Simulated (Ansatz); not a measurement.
# AlBH₂ (triplet): from Hartree-Fock to the top rungs at distance B1–Al2 = 1.909 Å, 6-31G

How much of the correlation energy of AlBH₂ (triplet) does each wave-function method recover here?

Method: 6-31G, core rule «outside noble gas», up to 6 orbitals frozen; program: Ansatz 0.2.0, Gaussian basis.

Plan: UHF; CCSD(T) on ROHF; CCSD(T) on UHF; BCCD(T) on ROHF; CISD; CCSDT(Q) on ROHF; CCSDT(Q) on UHF; CISDTQ; CASSCF and MRCISD+Q, 4 electrons in 4 orbitals; CASSCF and NEVPT2, 4 electrons in 4 orbitals; CASSCF and MRCISD+Q, 8 electrons in 10 orbitals; CASSCF and NEVPT2, 8 electrons in 10 orbitals; Full CI.

16 further runs of the same task are left out: 10 that didn't finish, 6 set aside as unsound or not needed.

## 1. What is computed

The geometry derives from a PBE0/def2-TZVP stationary point (not a proven minimum). One bond is set to the value named and the two fragments are kept rigid.

4 atoms, charge 0, spin multiplicity 3.

Atoms are counted from 1 here; the program's logs count them from 0.

Bond lengths: B1–Al2 1.909 Å, B1–H3 1.183 Å, Al2–H4 1.571 Å. Angles: Al2–B1–H3 180.0°, B1–Al2–H4 180.0°.

## 2. UHF

The input, in.yaml:

```yaml
crystal:
  periodic: [false, false, false]
  atoms:
    - {symbol: B, position_ang: [0.000000, 0.000000, 1.051329]}
    - {symbol: Al, position_ang: [0.000000, 0.000000, -0.857484]}
    - {symbol: H, position_ang: [0.000000, 0.000000, 2.234417]}
    - {symbol: H, position_ang: [0.000000, 0.000000, -2.428262]}
basis:
  gaussian: {orbitals: 6-31G}
magnetization: {spin_polarized: true, initial_magnetization: 2}
hamiltonian: {xc: hf}
output: {orbitals: {seedname: orbitals}}
```

On the command line:

```bash
$ ansatz run in.yaml --threads 1 --pin off --events-out ev --progress --plain --max-ram 2393MiB
```

Further steps of the session: CCSD(T) on ROHF; CCSD(T) on UHF; BCCD(T) on ROHF; CISD; CCSDT(Q) on ROHF; CCSDT(Q) on UHF; CISDTQ; CASSCF and MRCISD+Q, 4 electrons in 4 orbitals; CASSCF and NEVPT2, 4 electrons in 4 orbitals; CASSCF and MRCISD+Q, 8 electrons in 10 orbitals; CASSCF and NEVPT2, 8 electrons in 10 orbitals; Full CI.

Before running them: what should the planned runs give, taken together? Wanted: FCI below the RHF energy; RMP2 from FCI; UMP2 from FCI; RCCSD from FCI; RCCSD(T) from FCI; UCCSD(T) from FCI; RCCSDT(Q) from FCI; UCCSDT(Q) from FCI; NEVPT2 pair from FCI.

As calculated:

```
                         quantity                                                                                                                       value
         FCI below the RHF energy                                                                                                                  -2.7778 eV
                    RMP2 from FCI                                                                                                                +73.8 kJ/mol
                    UMP2 from FCI                                                                                                                +71.1 kJ/mol
                   RCCSD from FCI                                                                                                                 +9.5 kJ/mol
                RCCSD(T) from FCI                                                                                                                 +2.9 kJ/mol
                UCCSD(T) from FCI                                                                                                                 +2.9 kJ/mol
               RCCSDT(Q) from FCI                                                                                                                 +0.2 kJ/mol
               UCCSDT(Q) from FCI                                                                                                                 +0.1 kJ/mol
             NEVPT2 pair from FCI                                                                                                                +71.8 kJ/mol
           MRCISD+Q pair from FCI                                                                                                                 +1.9 kJ/mol
          NEVPT2 valence from FCI                                                                                                                +19.4 kJ/mol
levels within 1 kcal/mol (43 meV)  RCCSD(T), UCCSD(T), BCCD(T), RCCSDT, UCCSDT, CISDTQ, RCCSDT(Q), UCCSDT(Q), MRCISD+Q pair, MRCISD valence, MRCISD+Q valence
                    T1 diagnostic                                                                                                                       0.022
   effectively unpaired electrons                                                                                                                        2.04
```

In words: RCCSD(T) misses by +2.9 kJ/mol, 1.1 % of the correlation energy. One determinant dominates. Of the multireference levels listed MRCISD+Q valence comes nearest in total energy (+0.7 kJ/mol), which doesn't show that its space is the better one. These misses are within one basis, not against nature; the frozen cores of restricted and unrestricted runs differ, which can shift their rows.
